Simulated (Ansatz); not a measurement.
System: bcc K. Method: r²SCAN (Ansatz, a program for electronic structure, plane waves, PAW).

Run with plane-wave cutoff 600 eV, 16×16×16 k mesh, Fermi–Dirac smearing 0.1 eV, finite displacements, force constants from a 4×4×4 q mesh, scalar-relativistic PAW data made under PBE.

Computed at the level's own relaxed cell.

```
K
1.0
   -2.67408     2.67408     2.67408
    2.67408    -2.67408     2.67408
    2.67408     2.67408    -2.67408
K
1
Direct
  0.00000   0.00000   0.00000
```

Harmonic phonon frequencies (cm⁻¹; i marks an imaginary mode):

```json
[
 {"q point": "N", "frequencies": "19 49 79"},
 {"q point": "H", "frequencies": "75 75 75"}
]
```

No imaginary mode appears at these points.
